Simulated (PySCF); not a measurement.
Molecule: SMILES CC(C)(C)CF, C₅H₁₁F.

Bonds (- single, = double, # triple, : aromatic): C1-C2, C2-C3, C2-C4, C2-C5, C5-F6. C1 carries H7, H8, H9; C3 carries H10, H11, H12; C4 carries H13, H14, H15; C5 carries H16, H17.

Frames of a GFN2-xTB Langevin trajectory at 300 K; GIAO PBE0/pcSseg-1 shieldings in PySCF 2.14.0 with density-fitted response routines, gas phase, non-relativistic; equivalent atoms averaged within each frame.

Shifts are taken against calculated references (same method and geometry level): $^{13}$C (σref 186.93) and $^{1}$H (σref 31.72) against TMS; $^{19}$F (σref 170.95) against CFCl3. The references are static minima.

Q: How do the shifts (ppm) fluctuate along the trajectory?

A: 
```csv
time (fs),C5,C2,C1/C3/C4,F6,H16/H17,H7/H8/H9/H10/H11/H12/H13/H14/H15
optimised geometry,95.4,35.1,26.9,-253.6,4.37,0.97
250,93.2,37.8,30.3,-243.8,4.05,1.07
425,93.0,36.6,29.7,-254.2,4.99,1.51
625,92.8,42.0,29.4,-253.5,4.14,1.06
800,93.4,35.7,27.2,-234.9,3.68,0.68
1000,98.8,36.1,28.6,-234.4,5.29,0.76
mean of frames,94.3,37.6,29.1,-244.1,4.43,1.02
standard deviation,2.6,2.5,1.2,9.6,0.68,0.33
```

5 frames give an uncertainty of the mean of about the standard deviation over 2.2 at best, since frames this close in time may not be independent; classical motion lacks zero-point vibration, and the reference would need the same averaging.
